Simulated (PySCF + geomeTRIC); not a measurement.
A geometry relaxed with CAM-B3LYP-D3(BJ)/def2-TZVP run with PySCF + geomeTRIC, charge 0, multiplicity 1:

```xyz
5

Cl     1.7765    -0.5812    -0.7709
Cl    -0.3299    -0.9729     1.7412
Cl     0.0314     1.9932     0.3370
Cl    -1.4778    -0.4390    -1.3080
Si     0.0001     0.0000    -0.0001
```

Question: Write the SMILES of this molecule.

Answer: `Cl[Si](Cl)(Cl)Cl`
